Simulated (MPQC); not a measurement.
# HF/cc-pVDZ run of OF2 (oxygen difluoride)

Aim: the energy difference between two shapes of OF2 (oxygen difluoride) at HF/cc-pVDZ, from 2 runs. 

The results are computed with MPQC 2.3.1.

3 further runs of the same task are left out: 1 that didn't finish, 2 set aside as unsound or not needed.

### 1 The molecule

OF2 has 3 atoms, charge 0, and is taken as a singlet. SMILES: `FOF`. The coordinates come from a GFN2-xTB relaxation.

Bond lengths: F1–O2 1.366 Å, O2–F3 1.366 Å. Angles: F1–O2–F3 106.0°.

### 2 Energy and forces at HF/cc-pVDZ

Input file job.in:

```
molecule<Molecule>: (
  symmetry = c1
  unit = bohr
  { atoms geometry } = {
    F  [ 1.80693722  -0.62461118   0.92766655 ]
    O  [ 0.00137950   1.02971177   0.11351585 ]
    F  [ -1.80831672  -0.40510059  -1.04118240 ]
  }
)
basis<GaussianBasisSet>: (
  name = "cc-pVDZ"
  molecule = $:molecule
  basisdir = "."
  puream = yes
)
mpqc: (
  checkpoint = no
  savestate = no
  restart = no
  do_energy = yes
  do_gradient = yes
  optimize = no
  mole<CLHF>: (
    molecule = $:molecule
    basis = $:basis
    total_charge = 0
    memory = 1000000000
    print_evals = yes
    print_npa = yes
    maxiter = 80
    guess_wavefunction<CLHF>: (
      molecule = $:molecule
      total_charge = 0
      memory = 1000000000
      value_accuracy = 1e-3
      basis<GaussianBasisSet>: (
        name = "STO-3G"
        molecule = $:molecule
      )
    )
  )
)
```

The basis set cc-pVDZ is read from a file made from the Basis Set Exchange's data (not shown).

The run is started by

```console
$ mpqc -o job.out job.in
```

Output (excerpt; [...] marks lines left out):

```text
MPQC: Massively Parallel Quantum Chemistry
[...]
  LUMO is    14   A =   0.161525
  total scf energy = -273.4676175491
[...]
Value of the MolecularEnergy: -273.4676175491
  Gradient of the MolecularEnergy:
      1    0.0170217142
      2   -0.0048806377
      3    0.0088486727
      4    0.0003346830
      5    0.0079507825
      6    0.0010551178
      7   -0.0173563972
      8   -0.0030701448
      9   -0.0099037905
  Function Parameters:
    value_accuracy    = 7.407119e-09 (1.000000e-08) (computed)
[...]
      symmetry = c1
[...]
```

Wall time 1.4 s (1 thread of Arm Neoverse V1, shared host).

### 3 The distorted shape at the same level

Changes to job.in since step 2:

```diff
@@ -1 +1,2 @@
+% F2O
 molecule<Molecule>: (
@@ -4,5 +5,5 @@
   { atoms geometry } = {
-    F  [ 1.80693722  -0.62461118   0.92766655 ]
-    O  [ 0.00137950   1.02971177   0.11351585 ]
-    F  [ -1.80831672  -0.40510059  -1.04118240 ]
+    F  [ 1.70328952 -0.32918273 0.52030585 ]
+    O  [ -0.15111762 0.98484778 0.18828664 ]
+    F  [ -1.73642587 -0.35756453 -0.93670322 ]
   }
```

The basis set cc-pVDZ is read from a file made from the Basis Set Exchange's data (not shown).

The run is started by

```console
$ mpqc job.in > job.out
```

Output (excerpt; [...] marks lines left out):

```text
MPQC: Massively Parallel Quantum Chemistry
[...]
  LUMO is    14   A =   0.319572
  total scf energy = -273.4396857588
[...]
Value of the MolecularEnergy: -273.4396857588
  Gradient of the MolecularEnergy:
      1   -0.1395700430
      2    0.1016845013
      3   -0.0240389105
      4    0.0586605971
      5   -0.1734554143
      6   -0.0344887095
      7    0.0809094458
      8    0.0717709130
      9    0.0585276200
  Function Parameters:
    value_accuracy    = 2.578311e-09 (1.000000e-08) (computed)
[...]
      symmetry = c1
[...]
```

Wall time 1.4 s (1 thread of Arm Neoverse V1, shared host).

### 4 What came out

At HF/cc-pVDZ:

| quantity | value |
| --- | --- |
| first shape: total energy | -273.46762 Eh |
| first shape: HOMO energy | -15.43 eV |
| first shape: LUMO energy | 4.40 eV |
| first shape: HOMO–LUMO gap | 19.82 eV |
| first shape: largest force on an atom | 1.040 eV/Å |
| distorted shape: total energy | -273.43969 Eh |
| distorted shape: HOMO energy | -13.97 eV |
| distorted shape: LUMO energy | 8.70 eV |
| distorted shape: HOMO–LUMO gap | 22.67 eV |
| distorted shape: largest force on an atom | 9.581 eV/Å |
| energy change with the atoms displaced | 0.760 eV |

In words: With the atoms displaced the energy rises by 0.76 eV (17.5 kcal/mol). The first shape isn't relaxed at this level, so the change isn't measured from a minimum. The largest force (first shape) is 1.04 eV/Å: the shape isn't a stationary point for this species at this level.
